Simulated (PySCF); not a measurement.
**MF for M along the third period**

MP2 with triple-zeta basis sets in PySCF, for the lowest determinant that a PBE0 search found; no spin–orbit coupling. De refers to high-spin ground-configuration atoms.

```tsv
M	basis	reference, frozen orbitals	state (unpaired electrons)	Re (Å)	ωe (cm⁻¹)	De (eV)
Na	x2c-TZVPPall	RHF, 2	singlet (closed shell)	1.925	541	4.93
Mg	x2c-TZVPPall	UHF, 2	doublet (σ ↑)	1.769	698	4.81
Al	def2-TZVPP	RHF, 6	singlet (closed shell)	1.669	789	7.19
P	def2-TZVPPD	UHF, 6	triplet (π ↑↑)	1.601	846	4.67
S	x2c-TZVPPall	UHF, 6	doublet (π ↑)	1.602	850	3.61
Cl	x2c-TZVPPall	RHF, 6	singlet (closed shell)	1.631	803	2.71
```

The shortest bond is that of PF (1.601 Å), the longest that of NaF (1.925 Å). AlF is bound most strongly (7.19 eV) and ClF least (2.71 eV).

The rows differ in basis set, which adds steps of its own.

The state changes along the series, so neighbouring rows are not always alike in their bonding.

Correlated steps freeze the inner cores (2 to 6 orbitals); shallow outer-core shells are correlated. Where the molecule has an RHF reference, its open-shell atoms are computed with UHF. States were picked by a PBE0 search and need not be the measured ground states.
